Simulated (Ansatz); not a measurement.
A geometry relaxed with B3LYP-D3(BJ)/def2-TZVP run with Ansatz (a program for electronic structure), charge 0, multiplicity 1:

```xyz
9

H      1.4121    -0.5247     0.8215
H     -0.3021     1.3080     1.0686
H     -1.0457    -1.0882     0.8163
C     -0.6362    -0.5882    -0.0512
H      1.3693    -0.3214    -0.9828
H     -1.0885    -0.8849    -0.9879
H     -0.3449     1.5112    -0.7357
C     -0.1929     0.8404     0.0992
C      0.8291    -0.2522    -0.0481
```

Task: Write the SMILES of this molecule.

Result: `C1CC1`
